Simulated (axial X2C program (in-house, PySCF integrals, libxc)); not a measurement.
**Working with the constants of AlH⁺**

A bond curve at the PBE0 level, two-component, was computed with an in-house relativistic program for diatomic molecules (basis Al dyall-v3z [8s8p2d1f], H dyall-v3z [6s2p1d] (cores contracted in-house)) for the state Ω = 1/2 (⟨Sz⟩ = 0.50, ⟨Lz⟩ = 0.00 at PBE0). Its fit gives Re = 1.6217 Å, ωe = 1649.7 cm⁻¹, ωexe = 65.7 cm⁻¹ and αe = 2.948e-01 cm⁻¹; the masses are 26.9815 and 1.0078 u. Two-component means X2C with spin–orbit coupling and atomic mean-field Coulomb and Gaunt terms.

Task: Find the reduced mass, Be and the force constant.

Result: From the PBE0 values: μ = 0.9715 u. Be = 16.8576/(μ Re²) = 6.598 cm⁻¹. k = 5.8918×10⁻⁷ μ ωe² = 1.56 mdyn/Å.

Task: Where do the fundamental and the first overtone lie?

Result: ν(1←0) = ωe − 2ωexe = 1518.3 cm⁻¹; ν(2←0) = 2ωe − 6ωexe = 2905.2 cm⁻¹.

Task: Estimate the centrifugal constant by the Kratzer relation.

Result: D = 4Be³/ωe² = 4.22e-04 cm⁻¹.

Task: A Morse curve ties αe to the other constants (Pekeris). How well does that hold?

Result: αe(Morse) = 6Be²/ωe × (√(ωexe/Be) − 1) = 3.413e-01 cm⁻¹; the PBE0 curve gives 2.948e-01 cm⁻¹, a ratio of 1.16.

Task: Estimate De from a Morse curve and compare with the computed well depth of 0.932 eV to Al+ + H.

Result: De(Morse) = ωe²/(4ωexe) = 1.284 eV against 0.932 eV computed, a ratio of 1.38. The extrapolation overshoots: the well softens faster than a Morse curve, or the lowest atomic limit lies below the one to which the curve heads.

The state is a single determinant with fixed occupations, the lowest that a limited PBE0 search found. Dissociation energies refer to the lowest single-determinant-based atoms at the same level and basis. Density functionals use the spin component along the axis (collinear).
